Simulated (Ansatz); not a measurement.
## Ansatz (development build ahead of 0.2.0) run

```yaml
crystal:
  periodic: [false, false, false]
  atoms:
    - { symbol: H, position_ang: [0.0, 0.0, 0.0] }
    - { symbol: "N", position_ang: [0.0, 0.9853, 0.0] }
    - { symbol: P, position_ang: [0.0, -1.3331, 0.0] }
basis:
  gaussian: { orbitals: pcseg-2 }
magnetization:
  spin_polarized: true
  initial_magnetization: 1
hamiltonian:
  xc: hf
```

The input is written out in the form of the current development build from the run's settings.

Output:

- Converged: yes
- Total energy: -395.55034 hartree
- Spin squared of the determinant: 2.725
- Stability test: minimum

Caution: the unrestricted determinant is a mixture of spin states.
